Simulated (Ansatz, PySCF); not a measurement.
System: NaCl, charge 0, singlet. NaCl (SMILES [Cl][Na]).
B3LYP-D3(BJ)/def2-TZVP minimum from Ansatz (a first-principles code):
```
Na
Cl 1 2.3632
```
Charge 0, spin multiplicity 1.

Total energies in hartree (Ansatz). UHF or UKS for unpaired electrons; spin-orbit terms are left out. Correlated methods leave the cores frozen. No relativity. Where a partner has so few electrons that a lower coupled-cluster level is exact, that level stands in.

```csv
species,HF/def2-TZVPP,CCSD(T)/def2-TZVPP,HF/def2-QZVPP,CCSD(T)/def2-QZVPP,CCSDT(Q)/def2-QZVPP
1: NaCl (SMILES [Na][Cl]),-621.43965,-621.66502,-621.45973,-621.70896,-621.70987
2: Na (doublet),-161.85185,-161.85185,-161.85879,-161.85879,-161.85879
3: Cl (doublet),-459.47685,-459.66464,-459.48954,-459.69535,-459.69632
```

Task: Work out the enthalpy of formation at 298 K (by atomisation, with ideal-gas terms from PySCF's Hessian at B3LYP-D3(BJ)/def2-TZVP and the atoms' measured values of the G2/97 table; no spin-orbit terms) in kcal/mol: take Hartree-Fock from def2-QZVPP, extrapolate the CCSD(T) correlation energy as X^-3 (X = 3, 4), and add CCSDT(Q) - CCSD(T) in def2-QZVPP. The further terms named in the bracket sum to +0.08677 hartree. 1 hartree = 627.51 kcal/mol.

Result: 
Species 1: correlation (64·(-0.24923) - 27·(-0.22537))/37 = -0.26664; step -0.00091; E1 = -621.45973 + (-0.26664) + (-0.00091) = -621.72728
Species 2: correlation (64·(0.00000) - 27·(0.00000))/37 = 0.00000; step +0.00000; E2 = -161.85879 + (0.00000) + (+0.00000) = -161.85879
Species 3: correlation (64·(-0.20581) - 27·(-0.18779))/37 = -0.21896; step -0.00097; E3 = -459.48954 + (-0.21896) + (-0.00097) = -459.70947
+1·E1 -1·E2 -1·E3 +0.08677 = -0.07225 hartree = -45.3 kcal/mol. Measured: -43.6 kcal/mol, -182.4 kJ/mol (G2/97 table in ASE (Curtiss et al.)); atomic spin-orbit terms, which the calculations lack, would raise the computed values. The composite differs from it by -1.7 kcal/mol; core, relativistic and spin-orbit terms are not in it.
